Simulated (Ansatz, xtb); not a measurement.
## AlH3NSi: which of two structures lies lower

Structure a is a doublet given by its coordinates and structure b is `[AlH][NH][SiH]`, a doublet. Both are isolated molecules in the gas phase, relaxed with PBE0-D3(BJ)/def2-SVP; the shapes shown needn't be the lowest conformers.

a (Å):

```yaml
atoms:
  - { symbol: Al, position_ang: [-1.0179, -1.0543, 2.3936] }
  - { symbol: N, position_ang: [0.6797, -1.7789, 2.7298] }
  - { symbol: Si, position_ang: [0.7191, -2.8385, 1.4182] }
  - { symbol: H, position_ang: [-2.2518, -1.6792, 3.1718] }
  - { symbol: H, position_ang: [1.3695, -1.6055, 3.4594] }
  - { symbol: H, position_ang: [-1.0879, 0.3158, 1.5959] }
```

Close contacts (Å): Al1–N2 1.88, Al1–Si3 2.67, N2–Si3 1.69, Al1–H4 1.59, Al1–H6 1.59, N2–H5 1.02.

b (Å):

```xyz
6

Al    0.9499   -0.5986   -0.4679
N    -0.0257    0.8902   -0.0687
Si   -1.7623    0.8527   -0.1438
H     2.5478   -0.4430   -0.3642
H     0.4510    1.7522    0.2007
H    -2.0053    2.3178    0.2751
```

Estimate which is lower in electronic energy at CCSD(T)/def2-SVP, and by roughly how much.

The CCSD(T)/def2-SVP calculation puts structure a lower, by 45.3 kJ/mol.

How the difference moves with the method:

```
               level              geometry  E(b) − E(a) (kJ/mol)  departure from the last row (kJ/mol)  job, with rough time for the two
PBE0-D3(BJ)/def2-SVP  PBE0-D3(BJ)/def2-SVP                   +46.7                                  +1.4               optimisation, 2 min
         HF/def2-SVP  PBE0-D3(BJ)/def2-SVP                   +26.5                                 −18.8           part of the CCSD(T) run
        MP2/def2-SVP  PBE0-D3(BJ)/def2-SVP                   +41.0                                  −4.2           part of the CCSD(T) run
    CCSD(T)/def2-SVP  PBE0-D3(BJ)/def2-SVP                   +45.3                                                      single point, 16 s
```

None of the levels shown reverses the order. The largest departure from CCSD(T)/def2-SVP is that of HF/def2-SVP, 18.8 kJ/mol. Levels run at GFN2-xTB geometries aren't shown. MP2 in a larger basis moves the difference by +8.8 kJ/mol, a step that isn't added because spin contamination makes open-shell MP2 unreliable in this search.

With harmonic frequencies from PBE0-D3(BJ)/def2-SVP (ideal gas, rigid rotor, one conformer each, 298.15 K, 1 atm): on the last row, ΔE + ΔZPE = +46.0, ΔH = +46.4, ΔG = +45.1 kJ/mol.

Open shells are spin-unrestricted. The correlated steps freeze 11 core orbitals. Run with Ansatz 0.2.0; the last row on 1 thread of Arm Neoverse N1 on a shared host.
